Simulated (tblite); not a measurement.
Species: C3H7NS (charge +1 and doublet state).
Z-matrix (Å and degrees, GFN2-xTB geometry), rows numbered from 1:
```
C 
C   1  1.5254
C   2  1.5045  1  110.86
N   3  1.3108  2  119.91  1   -69.82
S   3  1.6608  2  114.37  1   108.99
H   1  1.0883  2  108.59  3   178.67
H   1  1.0867  2  111.96  3    58.32
H   1  1.0882  2  111.51  3   -63.48
H   2  1.0949  1  110.58  3  -119.86
H   2  1.0929  1  109.40  3   121.69
H   4  1.0118  3  121.88  2   178.07
H   4  1.0127  3  121.10  2    -1.96
```

Level: GFN2-xTB in tblite, geometry and Hessian alike; calculated harmonic values, unscaled, isolated species. The method is semi-empirical: single wavenumbers can be off by several per cent or more. One conformer, not necessarily the lowest. Open shells enter through the occupations alone, without spin polarisation, and single modes of such species can be off by tens of per cent.

Harmonic wavenumbers (cm⁻¹): 62.7, 182.7, 227.1, 274.7, 386.3, 537.1, 563.9, 616.9, 742.1, 809.9, 892.1, 1000.2, 1020.6, 1053.9, 1146.4, 1200.0, 1257.1, 1389.0, 1398.7, 1416.4, 1437.0, 1462.4, 1538.8, 2942.8, 2977.6, 3032.0, 3042.6, 3056.7, 3385.9, 3435.7.

A = 6104, B = 2888, C = 2195 MHz; mass 89.030 u (most abundant isotopes); point group C1, symmetry number 1; spin multiplicity 2.

Zero-point energy?

Half the sum of the wavenumbers: 21245 cm⁻¹ = 254.14 kJ/mol.

Give the ideal-gas entropy at 200 K and 1 bar in the rigid-rotor, harmonic-oscillator model (classical rotation).

Translation 156.54, rotation 105.98, vibration 35.53, spin (R ln 2) 5.76: S = 303.8 J/(mol K).

And Cp and H(200 K) − H(0)?

Cp = 77.01 J/(mol K), of which vibrations give 43.75 (their classical limit is 30 R = 249.4); H(200 K) − H(0) = 10.73 kJ/mol without the zero-point energy, 4.08 from vibrations.

Blend soft modes into free rotors: weight 1/[1 + (100 cm⁻¹/ν̃)⁴] for the oscillator and the rest for a rotor with moment μB/(μ + B), μ = h/(8π²ν), B = 10⁻⁴⁴ kg m². What vibrational entropy results?

33.34 J/(mol K) in place of 35.53, which changes −T·S at 200 K by +0.44 kJ/mol.

How do the functions run with temperature in this model?

```csv
T (K),S (J/(mol K)),Cp (J/(mol K)),H − H(0) (kJ/mol),G − H(0) (kJ/mol),ln q(vib)
100,259.5,53.6,4.20,-21.75,0.66
300,339.7,101.7,19.66,-82.24,3.08
500,402.7,146.5,44.70,-156.63,5.74
800,481.9,190.2,95.79,-289.73,9.75
1000,526.5,209.5,135.84,-390.66,12.28
```

q(vib) and H(0) count from the zero-point level.

Hindered rotation and anharmonicity are outside this model. Other conformers, if any are populated, would add a mixing term that is left out. The structure is chiral; the term R ln 2 for an equal mix with its mirror image is left out.
